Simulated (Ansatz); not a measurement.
# PNH (quartet): wave-function methods side by side, def2-TZVPP

One table from this session's results is given with a row withheld; the runs are named, their logs left out.

Method: def2-TZVPP, core rule «outside noble gas», up to 6 orbitals frozen; program: Ansatz 0.2.0, Gaussian basis.

Plan: UHF; ROHF; CCSD(T) on UHF.

2 further runs of the same task are left out: 2 set aside as unsound or not needed.

### The geometry

The geometry is a PBE0/def2-TZVP stationary point (not a proven minimum) of the parent state, kept for this charge and spin.

3 atoms, charge 0, spin multiplicity 4.

Atoms are counted from 1 here; the program's logs count them from 0.

Bond lengths: N1–P2 1.539 Å, N1–H3 1.016 Å. Angles: P2–N1–H3 124.7°.

The first run:

Input file in.yaml:

```yaml
crystal:
  periodic: [false, false, false]
  atoms:
    - {symbol: N, position_ang: [0.000000, -0.117899, 1.017231]}
    - {symbol: P, position_ang: [0.000000, 0.031932, -0.514503]}
    - {symbol: H, position_ang: [0.000000, 0.657116, 1.674759]}
basis:
  gaussian: {orbitals: def2-TZVPP}
magnetization: {spin_polarized: true, initial_magnetization: 3}
hamiltonian: {xc: hf}
output: {orbitals: {seedname: orbitals}}
```

Run with:

```sh
$ ansatz run in.yaml --threads 1 --pin off --events-out ev --progress --plain --max-ram 4096MiB --backend cpu
```

Steps of the session up to this table: UHF; ROHF; CCSD(T) on UHF.

One table of the session follows, with a row left open; its other results are not shown here.

It belongs to the step «Misses and costs». 

```
  method  from UCCSD(T) (kcal/mol)
    ROHF                   +198.05
     UHF                   +190.22
    UMP2                    +26.65
   UCCSD                         ?
UCCSD(T)                         0
```

**Question.** Estimate the row for UCCSD.

**Answer.** from UCCSD(T) (kcal/mol): +6.73. In the column «from UCCSD(T) (kcal/mol)» it lies between UCCSD(T) (0) and UMP2 (+26.65).
